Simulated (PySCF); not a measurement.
Bond stretch in SMILES C1CC1 (C3H6). The C1–H9 bond (C1 also carries C, C, H; H9 carries nothing else) is varied alone, starting from the PBE0/def2-TZVP optimised geometry.

Levels of theory: RKS-PBE0 = restricted PBE0/cc-pVDZ (PySCF 2.14.0); RKS-BHandHLYP = PySCF with restricted BHandHLYP/cc-pVDZ; CASSCF(2,2)/cc-pVDZ (PySCF).

Energies are in kcal/mol, each relative to the lowest point of its own curve near equilibrium.

```tsv
R / Å	RKS-PBE0	RKS-BHandHLYP	CASSCF(2,2)
0.86	35.3	33.9	37.4
0.93	14.7	13.8	16.2
0.97	7.7	7.0	8.7
1.01	3.2	___	3.8
1.06	___	0.3	0.7
1.08	0.0	0.0	0.1
1.12	0.2	0.5	0.0
1.15	1.2	___	0.7
1.20	3.8	4.5	2.9
1.26	8.3	9.4	___
1.34	15.9	17.4	13.7
1.46	28.9	31.1	25.5
1.63	48.2	51.3	42.6
1.77	63.4	67.3	___
1.94	80.1	84.9	68.9
2.19	101.0	107.2	83.5
2.39	114.7	122.0	___
2.66	129.5	138.4	97.9
2.91	140.1	150.4	101.0
3.23	150.4	162.4	102.9
3.78	162.0	176.6	103.9
```

### Question
Fill in the missing entries.

### Answer

- 1.01, RKS-BHandHLYP: 2.7
- 1.06, RKS-PBE0: 0.4
- 1.15, RKS-BHandHLYP: 1.6
- 1.26, CASSCF(2,2): 6.9
- 1.77, CASSCF(2,2): 55.5
- 2.39, CASSCF(2,2): 91.4

At the longest distance RKS-PBE0, RKS-BHandHLYP leaves fractional charges on the fragments, a sign of delocalisation error or of the restricted form. The restricted form behind RKS-PBE0, RKS-BHandHLYP keeps the bonding electrons paired and can't separate into open-shell fragments.
